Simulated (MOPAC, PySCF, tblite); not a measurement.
Potential energy curve for H₂S, SMILES S. The S1–H3 bond (S1 also carries H; H3 carries nothing else) is varied alone, starting from the PBE0/def2-TZVP optimised geometry.

- RMP2/6-31G* = restricted MP2 (frozen core)/6-31G*, spherical d run with PySCF
- PM3, restricted, heats of formation (MOPAC)
- GFN2-xTB, 300 K electronic temperature (tblite)
- UCCSD(T) = CCSD(T) on UHF/cc-pVDZ, 5 core orbitals frozen (PySCF)

Energies relative to the lowest point of each curve near equilibrium, in mEh; the last columns give the difference from UCCSD(T):

| R / Å | RMP2/6-31G* | PM3 | GFN2-xTB | UCCSD(T) | RMP2/6-31G* − UCCSD(T) | PM3 − UCCSD(T) | GFN2-xTB − UCCSD(T) |
|---|---|---|---|---|---|---|---|
| 1.00 | 116.2 | 47.3 | 99.7 | 120.3 | -4.2 | -73.1 | -20.6 |
| 1.09 | 52.1 | 16.8 | 40.3 | 55.6 | -3.5 | -38.8 | -15.3 |
| 1.13 | 33.9 | 9.3 | 25.0 | 36.9 | -3.0 | -27.6 | -12.0 |
| 1.22 | 9.3 | 1.3 | 5.8 | 11.0 | -1.7 | -9.7 | -5.2 |
| 1.27 | 2.9 | 0.0 | 1.4 | 3.8 | -1.0 | -3.8 | -2.4 |
| 1.31 | 0.5 | 0.0 | 0.1 | 0.9 | -0.4 | -0.9 | -0.8 |
| 1.34 | 0.0 | 0.4 | 0.0 | 0.0 | 0.0 | 0.4 | 0.0 |
| 1.38 | 0.8 | 1.3 | 1.0 | 0.3 | 0.5 | 1.1 | 0.7 |
| 1.42 | 2.9 | 2.7 | 2.9 | 1.9 | 1.0 | 0.8 | 0.9 |
| 1.48 | 8.0 | 5.8 | 7.0 | 6.4 | 1.6 | -0.5 | 0.6 |
| 1.54 | 14.8 | 10.3 | 12.3 | 12.6 | 2.2 | -2.3 | -0.3 |
| 1.65 | 29.8 | 22.9 | 23.7 | 26.7 | 3.1 | -3.7 | -2.9 |
| 1.81 | 53.9 | 50.6 | 42.4 | 49.5 | 4.3 | 1.1 | -7.1 |
| 2.02 | 84.7 | 92.8 | 67.5 | 78.8 | 5.9 | 14.0 | -11.4 |
| 2.19 | 107.1 | 124.0 | 86.4 | 98.9 | 8.3 | 25.1 | -12.4 |
| 2.42 | 132.9 | 161.1 | 108.6 | 119.7 | 13.2 | 41.5 | -11.0 |
| 2.69 | 155.9 | 198.4 | 128.6 | 133.4 | 22.6 | 65.1 | -4.8 |
| 2.92 | 169.6 | 224.3 | 139.9 | 138.0 | 31.6 | 86.4 | 1.9 |
| 3.27 | 180.7 | 254.3 | 149.8 | 140.2 | 40.5 | 114.1 | 9.7 |
| 3.59 | 182.0 | 273.7 | 154.4 | 140.7 | 41.3 | 133.0 | 13.7 |
| 4.06 | 172.2 | 292.8 | 156.8 | 141.0 | 31.2 | 151.8 | 15.8 |
| 4.73 | 143.8 | 308.7 | 157.3 | 141.1 | 2.7 | 167.6 | 16.2 |

RMP2/6-31G* is furthest from UCCSD(T) at 3.59 (41.3 mEh, above); its mean absolute difference over the points is 10.2 mEh.

PM3 is furthest from UCCSD(T) at 4.73 (167.6 mEh, above); its mean absolute difference over the points is 43.7 mEh.

GFN2-xTB is furthest from UCCSD(T) at 1.00 (-20.6 mEh, below); its mean absolute difference over the points is 7.5 mEh.

The restricted form behind RMP2/6-31G*, PM3 keeps the bonding electrons paired and can't separate into open-shell fragments. The unrestricted determinant behind UCCSD(T) is spin-contaminated at 1.81 to 4.73 Å (<S²> up to 1.0, against 0.00 for a pure singlet).
